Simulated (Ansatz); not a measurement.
**CH2⁺, doublet in cc-pVTZ: errors against full CI**

Geometry: a point of a breathe scan, not a stationary point.

```xyz
3

C     0.0000    0.0000    0.0000
H     0.0000    0.0000   -2.1433
H     0.0000    0.0000    2.1433
```

Basis cc-pVTZ; Ansatz 0.2.0. Correlated methods freeze the noble-gas cores, which leaves 5 electrons in 57 orbitals. Prefix R: restricted or restricted open-shell reference; prefix U: unrestricted. Active spaces: pair = (3e, 3o) about the gap; valence = (5e, 6o) chosen from the atoms' valence shells.

Full CI is exact within this basis and frozen core; it isn't the basis-set limit. The frozen core follows each run's orbitals, which can shift R against U totals by a few meV.

For open shells CISD is restricted-active-space CI with the open shells as a complete middle space.

The UHF ⟨S²⟩ is 1.727, the T1 diagnostic (RCCSD) is 0.0519 and the largest doubles amplitude (RCCSD) is 0.383.

```
                     level  E − E(full CI) (kJ/mol)  share of correlation (%)  wall time
                       RHF                    485.0                      0.00          –
                      RMP2                    128.0                     73.62          –
                      CISD                     56.5                     88.34        3 s
                    RCCSD*                     26.7                     94.50          –
                 RCCSD(T)*                      3.6                     99.25       13 s
                  BCCD(T)*                      4.2                     99.13       14 s
                   RCCSDT*                      0.7                     99.85          –
                RCCSDT(Q)*                      0.1                     99.99       59 s
       CASSCF (pair space)                    286.0                     41.02          –
       NEVPT2 (pair space)                     90.0                     81.45      1.4 s
       MRCISD (pair space)                     24.2                     95.01          –
     MRCISD+Q (pair space)                      1.7                     99.65      2.1 s
    CASSCF (valence space)                    157.5                     67.53          –
    NEVPT2 (valence space)                     34.5                     92.88      1.3 s
NEVPT4(SD) (valence space)                      8.4                     98.26      1.9 s
    MRCISD (valence space)                     10.2                     97.91          –
  MRCISD+Q (valence space)                      6.0                     98.76      2.2 s
```

An asterisk marks runs whose energy the program itself flagged as in doubt.

The correlation energy at full CI, counted from RHF, is -5.027 eV. That run took 3.9 min on 1 thread of Arm Neoverse N1, shared host over 5,837,172 determinants.

Run but not shown, since their state, orbitals or frozen core can't be matched to the reference's or they repeat it: UHF, UMP2, UCCSD, UCCSD(T), UCCSDT, UCCSDT(Q).

Times hold each run's SCF and search for its determinant on a shared host, so for small cases they say little of a method's own cost; they ran on 1 thread of Arm Neoverse N1.

The full-CI state has the irrep B3u of D2h, in the program's axes (one component, if the state is degenerate).

Natural occupations of full CI about the gap: 1.902 1.628 0.987 0.334 0.068 0.041 0.007 0.007 0.005 0.005; effectively unpaired electrons, Σ n²(2−n)², 1.74. No single determinant describes this state well, so single-reference rows can miss without a flag.
